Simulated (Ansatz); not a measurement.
A made-up structure of MgSiH3Cl, singlet:

```tsv
atom	x (Å)	y (Å)	z (Å)
Si1	-0.7384	0.4328	-0.3798
Mg2	1.2778	-0.7502	0.6561
Cl3	3.0047	-1.7615	1.5452
H4	-0.6808	0.4409	-1.8711
H5	3.9249	-2.6736	1.8455
H6	-0.8364	1.8576	0.0534
```

It is relaxed with PBE-D4/def2-SVP and then PBE0-D4/def2-TZVP (Ansatz 0.2.0). Atoms count as bonded within 1.22 times the sum of their covalent radii (H–H: 0.88 Å). The end point is not checked to be a true minimum.

Problem. Does its bonding change? (Judge from chemistry; the calculation decides.)

Solution. By the calculation: Yes. Formed: Si1–H5; broken: Cl3–H5.

Where it ends: The first stage lowers the energy by 4.39 eV in 45 steps. It ends as MgSiH₃Cl ([SiH3][Mg][Cl]):
```
6
angstrom
Si 0.0795 -0.3195 0.1183
Mg 2.5709 -0.5655 0.6374
Cl 4.7053 -0.7736 1.0810
H -0.1861 -0.2702 -1.3494
H -0.7230 -1.4544 0.6618
H -0.4946 0.9292 0.7002
```

Labels in which every atom is bracketed show which atoms are joined, not bond orders.

For scale, one of the runs: PBE0-D4/def2-TZVP relaxation, 124 basis functions, launched by `ansatz run in.yaml --threads 2 --pin off --events-out ev --progress --plain --max-ram 4352MiB`. The run took about 8 s on 2 CPU threads of an Intel Xeon Platinum 8488C (shared host).
